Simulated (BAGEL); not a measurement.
**C3H4F2 (SMILES F[C@@H]1C[C@H]1F) at HF/6-31G(d) (density fitting with qzvpp-jkfit, spherical functions)**

Aim: the energy of C3H4F2. 

The results are computed with BAGEL 1.2.2.

2 further runs of the same task are left out: 2 set aside as unsound or not needed. Runs told in other sessions of the task aren't counted.

### 1 The molecule

C3H4F2: 9 atoms, total charge 0, spin state singlet. As SMILES, `F[C@@H]1C[C@H]1F`. One bond was lengthened or shortened from a relaxed shape.

Bond lengths: F1–C2 1.361 Å, C2–C3 1.499 Å, C2–C4 1.493 Å, C3–C4 1.498 Å, C4–F5 1.564 Å, C2–H6 1.082 Å, C3–H7 1.078 Å, C3–H8 1.078 Å, C4–H9 1.082 Å. Some angles: F1–C2–C3 118.3°, F1–C2–C4 117.6°, C3–C2–C4 60.1°, C2–C3–C4 59.8°, C2–C4–C3 60.1°, C2–C4–F5 117.7°, C3–C4–F5 118.3°, F1–C2–H6 110.9°, C3–C2–H6 121.0°, C4–C2–H6 120.7°.

### 2 A single-point energy at HF/6-31G(d) (density fitting with qzvpp-jkfit, spherical functions)

Input file calc.json:

```json
{ "bagel": [

{
  "title": "molecule",
  "basis": "6-31gs.json",
  "df_basis": "qzvpp-jkfit",
  "angstrom": true,
  "geometry": [
    { "atom": "F", "xyz": [   -0.272534,   -1.520334,   -1.428002 ] },
    { "atom": "C", "xyz": [    0.011386,   -0.311444,   -0.872182 ] },
    { "atom": "C", "xyz": [    0.856936,   -0.278834,    0.365038 ] },
    { "atom": "C", "xyz": [   -0.611984,    0.005776,    0.447158 ] },
    { "atom": "F", "xyz": [   -1.069820,    1.480150,    0.698190 ] },
    { "atom": "H", "xyz": [    0.108816,    0.450846,   -1.634492 ] },
    { "atom": "H", "xyz": [    1.202536,   -1.216354,    0.770378 ] },
    { "atom": "H", "xyz": [    1.541966,    0.546726,    0.474748 ] },
    { "atom": "H", "xyz": [   -1.289564,   -0.694964,    0.917228 ] }
  ]
},
{ "title": "hf" },
{ "title": "print", "file": "orbitals.molden", "orbitals": true }

]}
```

The basis set 6-31G* is read from a file made from the Basis Set Exchange's data (not shown).

Command:

```bash
BAGEL_NUM_THREADS=1 BAGEL calc.json > calc.out
```

The log of the run:

```text
* using 1 threads per process

  ===============================================================
  ===============================================================

  *** Geometry ***

  { "atom" : "F", "xyz" : [     -0.515015,     -2.873015,     -2.698533 ] },
  { "atom" : "C", "xyz" : [      0.021516,     -0.588544,     -1.648185 ] },
  { "atom" : "C", "xyz" : [      1.619374,     -0.526920,      0.689822 ] },
  { "atom" : "C", "xyz" : [     -1.156482,      0.010915,      0.845006 ] },
  { "atom" : "F", "xyz" : [     -2.021667,      2.797078,      1.319388 ] },
  { "atom" : "H", "xyz" : [      0.205632,      0.851975,     -3.088742 ] },
  { "atom" : "H", "xyz" : [      2.272464,     -2.298576,      1.455803 ] },
  { "atom" : "H", "xyz" : [      2.913893,      1.033162,      0.897144 ] },
  { "atom" : "H", "xyz" : [     -2.436923,     -1.313292,      1.733310 ] },

  Number of auxiliary basis functions:      451

  Since a DF basis is specified, we compute 2- and 3-index integrals:
    o Being stored without compression. Storage requirement is 0.022 GB

  Number of basis functions:       78
  Number of electrons      :       40

    * METHOD: MOLECULE                             0.21

  *** RHF ***

  === Nuclear Repulsion ===
   172.5816108907

      * DIIS with orbital gradients will be used.

  === RHF iteration (6-31gs.json) ===
      0       -314.50630751          0.02068466           0.06
      1       -314.64859168          0.01309427           0.05
      2       -314.71877579          0.00222547           0.05
      3       -314.72155276          0.00063939           0.05
      4       -314.72176992          0.00016185           0.05
      5       -314.72179582          0.00006277           0.05
      6       -314.72179835          0.00003018           0.05
      7       -314.72179909          0.00000599           0.05
      8       -314.72179912          0.00000326           0.05
      9       -314.72179913          0.00000106           0.05
     10       -314.72179913          0.00000040           0.05
     11       -314.72179913          0.00000015           0.05
     12       -314.72179913          0.00000007           0.05
     13       -314.72179913          0.00000003           0.05
     14       -314.72179913          0.00000001           0.05
     15       -314.72179913          0.00000001           0.05
    * SCF iteration converged.

    * Permanent dipole moment:
           (   -0.617214,     0.395409,    -0.101682) a.u.

    * METHOD: HF                                   1.01

    * METHOD: PRINT                                0.01

  ===============================================================
```

Run time: 1.4 s. Hardware: 1 thread of Arm Neoverse V1, shared host; peak memory 0.1 GiB.

### 3 Summary of results

At HF/6-31G* (density fitting with qzvpp-jkfit, spherical functions):

```
     quantity          value
 total energy  -314.72180 Eh
dipole moment         1.88 D
  HOMO energy      -12.21 eV
  LUMO energy        5.17 eV
HOMO–LUMO gap       17.38 eV
```
